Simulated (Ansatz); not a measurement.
# AlSiH₄ (doublet): the correlation ladder at distance Al1–H4 along a hydrogen transfer = 1.985 Å, cc-pVDZ

One table from this session's results is given with a row withheld; the runs are named, their logs left out.

Computed with Ansatz 0.2.0, Gaussian basis. Level: cc-pVDZ, core rule «outside noble gas», up to 10 orbitals frozen.

Plan: UHF; CCSD(T) on ROHF; CCSD(T) on UHF; BCCD(T) on ROHF; CISD; CCSDT(Q) on ROHF; CCSDT(Q) on UHF; CASSCF and MRCISD+Q, 3 electrons in 3 orbitals; CASSCF and NEVPT2, 3 electrons in 3 orbitals; CASSCF and NEVPT2, 9 electrons in 9 orbitals.

9 further runs of the same task are left out: 2 for a mislabelled method, 4 that didn't finish, 3 set aside as unsound or not needed.

## The system

The geometry derives from fragments relaxed apart (PBE0/def2-TZVP) and kept rigid, so it is no stationary point. A hydrogen atom is moved between rigid fragments.

6 atoms, charge 0, spin multiplicity 2.

Atoms are counted from 1 here; the program's logs count them from 0.

Bond lengths: Al1–H2 1.586 Å, Al1–H3 1.586 Å, H4–Si5 1.507 Å, Si5–H6 1.532 Å. Angles: H2–Al1–H3 120.0°, H4–Si5–H6 105.0°.

The first run:

File in.yaml:

```yaml
crystal:
  periodic: [false, false, false]
  atoms:
    - {symbol: Al, position_ang: [-1.732627, 0.025233, 0.000000]}
    - {symbol: H, position_ang: [-2.525551, 1.398618, 0.000000]}
    - {symbol: H, position_ang: [-2.525551, -1.348151, 0.000000]}
    - {symbol: H, position_ang: [0.252373, 0.025233, 0.000000]}
    - {symbol: Si, position_ang: [1.759373, 0.025233, 0.000000]}
    - {symbol: H, position_ang: [2.155807, -1.454280, 0.000000]}
basis:
  gaussian: {orbitals: cc-pVDZ}
magnetization: {spin_polarized: true, initial_magnetization: 1}
hamiltonian: {xc: hf}
output: {orbitals: {seedname: orbitals}}
```

The run is started by

```sh
$ ansatz run in.yaml --threads 1 --pin off --events-out ev --progress --plain --max-ram 2393MiB
```

Steps of the session up to this table: UHF; CCSD(T) on ROHF; CCSD(T) on UHF; BCCD(T) on ROHF; CISD; CCSDT(Q) on ROHF; CCSDT(Q) on UHF; CASSCF and MRCISD+Q, 3 electrons in 3 orbitals; CASSCF and NEVPT2, 3 electrons in 3 orbitals; CASSCF and NEVPT2, 9 electrons in 9 orbitals.

One table of the session follows, with a row left open; its other results are not shown here.

It belongs to the step «Misses and costs». 

| method | from UCCSDT(Q) (meV) |
| --- | --- |
| ROHF | +5891.5 |
| UHF | +5785.2 |
| RMP2 | +1456.0 |
| UMP2 | +1475.6 |
| CISD | ? |
| RCCSD | +228.5 |
| UCCSD | +225.2 |
| RCCSD(T) | +63.6 |
| UCCSD(T) | +64.4 |
| BCCD(T) | +65.8 |
| RCCSDT | +13.7 |
| UCCSDT | +13.5 |
| RCCSDT(Q) | +2.4 |
| UCCSDT(Q) | 0 |
| CASSCF frontier | +4144.2 |
| NEVPT2 frontier | +1276.4 |

Q: Estimate the row for CISD from the others.

As computed: from UCCSDT(Q) (meV): +744.4. In the column «from UCCSDT(Q) (meV)» it lies between RCCSD (+228.5) and NEVPT2 frontier (+1276.4).

Left out of the table: CASSCF pair, NEVPT2 pair, MRCISD pair, MRCISD+Q pair (the active space lost an orbital or holds another state than full CI finds).

To keep in mind: Restricted and unrestricted rows rest on different reference determinants; where their highest levels disagree by more than a few hundredths of an eV, they describe different states and don't form one ladder. Warnings in the runs' records: passed over end.
